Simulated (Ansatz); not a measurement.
`CC[SiH3]` + `BO` → `BO[SiH3]` + `CC` at 400 K and 1 bar (ligand exchange at the Si–C bond).

Calculated with Ansatz (gas phase, PBE0-D4/def2-TZVP geometries, no zero-point term in ΔE). CBS: MP2 limit from def2 TZ/QZ plus the TZ coupled-cluster correction, frozen cores. This one scheme is used for every species.

```
   species  CCSD(T)/CBS energy (Eh)  H − E (kJ/mol)  S (J/(mol·K))
`CC[SiH3]`               -369.99568           262.4          326.3
      `BO`               -101.80414           108.2          244.0
`BO[SiH3]`               -392.11480           157.5          316.6
      `CC`                -79.71954           213.5          244.3
```

H − E and S are ideal-gas, rigid-rotor, harmonic terms from PBE0-D4/def2-TZVP. 1 Eh = 2625.50 kJ/mol, R = 8.31446 J/(mol·K).

Question: By hand: ΔE, ΔH, ΔS and ΔG.

Answer: ΔE = (-392.11480) + (-79.71954) − (-369.99568) − (-101.80414) = -0.03452 Eh = -90.6 kJ/mol. Δ(H − E) = 157.5 + 213.5 − 262.4 − 108.2 = 0.4, so ΔH = -90.2 kJ/mol. ΔS = 316.6 + 244.3 − 326.3 − 244.0 = -9.4 J/(mol·K). ΔG = -90.2 − 400 × (-9.4)/1000 = -86.4 kJ/mol.

Question: By hand: the equilibrium constant, and the temperature at which ΔG would vanish if ΔH and ΔS stayed fixed.

Answer: log₁₀ K = −ΔG/(RT ln 10) = 11.3. ΔG = 0 at ΔH/ΔS = 9596 K, far beyond where these terms or the molecules hold.

The number of gas molecules stays the same, so ΔS is small and ΔH decides. A doubt of 5 kJ/mol in ΔE shifts log₁₀ K by 0.7 here. These are equilibria of isolated gas molecules and say nothing of rates. Largest T1 diagnostic: 0.014 (customary marks: 0.02 for closed shells, 0.045 for open ones).
